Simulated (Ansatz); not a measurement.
Start from `C=C(N)O` and change one atom or group to get `C=C(N)OC`.

Ansatz, PBE0-D4/def2-TZVP geometries, multiplicity 1. Each molecule was computed in one conformer, which needn't be the lowest.

| property | `C=C(N)O` |
| --- | --- |
| zero-point energy (PBE0-D4/def2-TZVP) / kJ/mol | 194.1 |
| ideal-gas entropy at 298 K and 1 bar (rigid rotor, harmonic PBE0-D4/def2-TZVP) / J/(mol·K) | 285 |
| HOMO–LUMO gap (ωB97M-V/def2-TZVPP) / eV | 10.42 |
| HOMO–LUMO gap (PBE/def2-TZVPP) / eV | 4.67 |
| LUMO energy (PBE/def2-TZVPP) / eV | 0.01 |
| LUMO energy (B3LYP/def2-TZVPP) / eV | 0.50 |

Problem. Give the same properties after the change, and the shifts. (An estimate is asked.)

Solution. The calculation gave: 
| property | `C=C(N)OC` | shift |
| --- | --- | --- |
| zero-point energy (PBE0-D4/def2-TZVP) / kJ/mol | 269.1 | 75.0 |
| ideal-gas entropy at 298 K and 1 bar (rigid rotor, harmonic PBE0-D4/def2-TZVP) / J/(mol·K) | 314 | 29 |
| HOMO–LUMO gap (ωB97M-V/def2-TZVPP) / eV | 10.71 | 0.29 |
| HOMO–LUMO gap (PBE/def2-TZVPP) / eV | 4.99 | 0.32 |
| LUMO energy (PBE/def2-TZVPP) / eV | 0.33 | 0.32 |
| LUMO energy (B3LYP/def2-TZVPP) / eV | 0.84 | 0.34 |

The zero-point energy changes by 75.0 kJ/mol with +9 modes.

B3LYP here is the variant with VWN-RPA as its local correlation; programs differ in this.
